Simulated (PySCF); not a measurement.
Complex of fluorosilane and hydrogen fluoride

A gas-phase complex of fluorosilane and hydrogen fluoride; neutral, singlet. The structure comes from a short search (a few tight-binding starts) and was relaxed by PBE0-D3(BJ)/def2-SVPD; another way of binding may lie lower. No frequency run checks that it is a minimum.

Parts: 1 = fluorosilane (F[SiH3]), atoms 1–5; 2 = hydrogen fluoride (F), atoms 6–7.

```xyz
7

Si    0.008   -0.168   -0.401
F     0.059   -0.666    1.179
H    -0.656    1.159   -0.404
H    -0.776   -1.187   -1.144
H     1.414   -0.091   -0.874
F     0.666   -1.642    3.602
H     0.452   -1.304    2.765
```
Atoms count from 1 in this order.

```csv
contact,kind (by geometry),distance (Å),angle (°)
H7···F2,hydrogen bond,1.754,180
```

Interaction energies are complex less parts, with the parts frozen as they stand in it; counterpoise-corrected, in kcal/mol (PySCF). The CCSD(T) estimate is Hartree-Fock/aug-cc-pVTZ, plus the MP2 correlation part extrapolated as X⁻³ from aug-cc-pVDZ and aug-cc-pVTZ, plus CCSD(T) less MP2 in aug-cc-pVDZ; noble-gas cores are frozen. It isn't the exact limit.

Problem. Give the interaction energy at each level run.

Solution. 
```tsv
level	interaction	superposition error removed
Hartree-Fock/aug-cc-pVTZ	-4.69	-
MP2/aug-cc-pVTZ	-4.77	-0.66
CCSD(T), estimated basis limit	-4.96	-
```

Problem. What holds them together? Decompose the MP2/aug-cc-pVTZ energy: frozen parts, their antisymmetrised product, then relaxation.

Solution. electrostatic -8.1, Pauli repulsion +6.2, orbital relaxation -2.9, correlation -0.6 kcal/mol, which sum to the value before the counterpoise correction, the first three by Hartree-Fock. Of the attraction, 70 % is electrostatic, 25 % is orbital relaxation, 5 % is correlation.

The orbital and correlation terms together hold the superposition error of 0.7 kcal/mol.
